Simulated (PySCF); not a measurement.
Gas-phase reaction: PO + PH₂ + 3 O = 2 HPO₂

Energies from PySCF (xtb for GFN2), thermal terms from the rigid-rotor harmonic-oscillator model, ideal gas at 1 bar. † marks an energy on the PBE0/def2-TZVP geometry and frequencies; other levels use their own. CCSD(T) freezes the core. 6-31G* has spherical d functions here. Open shells (unrestricted): PO (multiplicity 2, electronic degeneracy 4), PH₂ (multiplicity 2), O (multiplicity 3, electronic degeneracy 9); the rest are closed-shell singlets. GFN2 has no spin-polarisation term. Spin-orbit splitting is ignored; it lowers the true energy and changes the entropy of PO, O. B3LYP is the form with VWN-RPA correlation. PH₂, HPO₂: computed as isolated molecules; such fragments, hydroxides, amides, oligomers or adducts are transient or little studied in the gas. CCSD(T) isn't extrapolated to the basis-set limit; its ΔH°(298 K) is -1505.7 kJ in def2-SVP and -1687.1 kJ in def2-TZVPP. The harmonic model lacks anharmonicity and excited electronic states, which grow with temperature; levels with a mode under 35 cm⁻¹ are left out. Internal rotation in HPO₂ is treated as a harmonic vibration of one conformer, which makes the entropy rough.

| level | ΔE electronic, kJ | ΔH°(298 K), kJ | ΔS°(298 K), J/K | ΔG°(1600 K), kJ |
|---|---|---|---|---|
| B3LYP/6-31G* | -1648 | -1613 | -397 | -961 |
| B3LYP/def2-TZVP† | -1745 | -1709 | -398 | -1054 |
| BLYP/def2-TZVP† | -1796 | -1759 | -398 | -1105 |
| CCSD(T)/def2-SVP† | -1542 | -1506 | -398 | -851 |
| GFN2-xTB | -2879 | -2847 | -397 | -2198 |
| PBE/def2-TZVP† | -1865 | -1829 | -398 | -1174 |
| PBE0/def2-SVP† | -1668 | -1631 | -398 | -976 |
| PBE0/def2-TZVP | -1749 | -1713 | -398 | -1058 |
ΔH° is lowest at GFN2-xTB and highest at CCSD(T)/def2-SVP†. No reference value is set beside these.
